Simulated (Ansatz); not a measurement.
# PbO (Pbcm, No. 57)

The numbers are results of HSE06 (PAW; Ansatz, an electronic-structure program), not measurements.

Run with plane-wave cutoff 460 eV, 6×4×4 k mesh (along the axes of the cell as run), Fermi–Dirac smearing 0.01 eV, scalar-relativistic PAW data made under PBE.

Cell: relaxed at this level.

```
Item                                           Value
-------------------------------------------  -------
band gap                                     3.19 eV
smallest direct gap on the k points sampled  3.64 eV
direct gap at Γ                              4.02 eV
```

Note: the volume lies 13 % above that of the published cell; the cell has widely spaced layers and the level no dispersion term, so their spacing and the moduli can rest on weak binding.

Spin–orbit coupling is not included; with these elements it can move the gap by several tenths of an eV or more.

Static lattice: no zero-point or thermal effects.
